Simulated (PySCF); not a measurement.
# HB(OH), doublet: computed properties

These are results of UPBE0/[B def2-TZVP, H def2-TZVP, O def2-TZVP], no relativity, density fitting, PySCF, not measurements.

The structure is a minimum.

Z-matrix (Å, degrees; charge 0 multiplicity 2):
```
B
H  1 1.2006
O  1 1.3331 2 120.97
H  3 0.9614 1 114.67 2 180.00
```

| Item | Value |
| --- | --- |
| Point group | Cs |
| Bond lengths | B–H 1.201 Å, B–O 1.333 Å, O–H 0.961 Å |
| Bond angles | B–O–H 114.7°, H–B–O 121.0° |
| Highest occupied level (α) | -5.63 eV |
| Dipole moment | 1.42 D |
| Entropy at 298.15 K and 1 bar (electronic part: spin only) | 231.5 J/(mol K) |
| Lowest empty level (β) | -1.04 eV |
| Principal polarisabilities | 18.8, 20.4, 24.8 bohr³ |
| Rotational constants | 11.75, 1.133, 1.033 cm⁻¹ |
| Heat capacity Cp at 298.15 K | 40.3 J/(mol K) |
| Rotational symmetry number | 1 |
| Enthalpy at 298.15 K above 0 K | 10.41 kJ/mol |
| Spin squared ⟨S²⟩ | 0.752 |
| Principal quadrupole moments (Buckingham, traceless) about the centre of mass | -4.40, 0.27, 4.12 D Å |
| Zero-point energy | 62.9 kJ/mol |
| Atomisation energy without zero-point energy | 1363 kJ/mol |

Harmonic modes (masses in u: B 11.009, H 1.008, O 15.995):
```csv
symmetry,ω (cm⁻¹),IR (km/mol)
a'',754,62.5
a',867,74.2
a',1093,109
a',1361,139
a',2580,97.7
a',3866,122
```

Charges (e):
```
atom  Mulliken  Löwdin  polar tensor  spin (Mulliken)  Mayer order to B1
  B1     -0.05   -0.45          0.41             0.94                  –
  H2      0.03    0.04         -0.11             0.06               0.94
  O3     -0.34    0.19         -0.62             0.01               1.43
  H4      0.35    0.21          0.32            -0.01               0.01
```
Other Mayer orders above 0.3: O–H 0.86.

Mulliken populations on B1: s 3.21, p 1.70, d 0.12, f 0.02.

This need not be the most stable arrangement of these atoms.

The final relaxation and frequency run took 30 s on 2 threads of a shared Arm Neoverse V1 host, with 74 basis functions and 19 gradients; the process peaked at 0.89 GiB. Launch command: `OMP_NUM_THREADS=2 python axn.py task.json out`.
